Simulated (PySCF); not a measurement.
# Working out the ionisation energy of Si

Si [Ne] 3s2 3p2 (3P) → Si⁺ [Ne] 3s2 3p1 (2P). All numbers are calculated (PySCF 2.14, no relativity, point nucleus, in aug-cc-pwCVDZ (6s5p3d, 36 functions)). Frozen: nothing. Energies in hartree (1 hartree = 27.21139 eV):

```json
{"part": "UHF", "Si (lower)": "-288.851177", "Si⁺ (upper)": "-288.570061"}
{"part": "CCSD correlation", "Si (lower)": "-0.209068", "Si⁺ (upper)": "-0.196808"}
{"part": "(T)", "Si (lower)": "-0.002873", "Si⁺ (upper)": "-0.002304"}
```

Task: What does Hartree-Fock give?

Result: (-288.570061) − (-288.851177) = 0.281116 hartree = 7.650 eV.

Task: What do CCSD and CCSD(T) give?

Result: The CCSD correlation energies differ by 0.012260 hartree = 0.334 eV and the triples by 0.000569 hartree = 0.015 eV, so CCSD gives 7.984 eV and CCSD(T) 7.999 eV.

Measured between the centres of the two terms (NIST): 8.157 eV, so CCSD(T) (all electrons) is off by -0.158 eV.

A double-zeta basis recovers only part of the correlation energy.

What remains against the reference includes basis incompleteness and higher excitations.
